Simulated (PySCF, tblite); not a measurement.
Isomers of C3H4N2S, one GFN2-xTB conformer each. Single-point energies are computed at PBE0/pcSseg-1 (PySCF, gas phase, no added dispersion term), electronic only.

**Question.** Rank them by PBE0/pcSseg-1 energy, lowest first (kcal/mol).
A. `Cc1cnns1`
B. `Nc1nccs1`

**Answer.** B (0.0), A (24.6).

As drawn, the lower has an N–H bond, which the higher lacks; the higher has an N–N linkage, which the lower lacks. GFN2-xTB itself gives, in the same order: 0.0, 13.1. Both levels put the same isomer lowest.

**Question.** Which frontier levels, dipoles and rotational constants go with these structures?

**Answer.** 
```
  SMILES  HOMO (eV, PBE0/pcSseg-1)  LUMO (eV)  dipole (D)     A, B, C (MHz)
Nc1nccs1                     -6.12      -0.07        1.82  5341, 3465, 2104
Cc1cnns1                     -7.33      -1.45        4.33  5680, 3274, 2104
```

**Question.** What happens when harmonic zero-point energies from GFN2-xTB frequencies are added?

**Answer.** 
| SMILES | ZPE (kcal/mol) | electronic (kcal/mol) | with ZPE (kcal/mol) |
| --- | --- | --- | --- |
| Nc1nccs1 | 43.5 | 0.0 | 0.0 |
| Cc1cnns1 | 43.4 | 24.6 | 24.5 |

The zero-point energies span 0.1 kcal/mol. The order is unchanged.
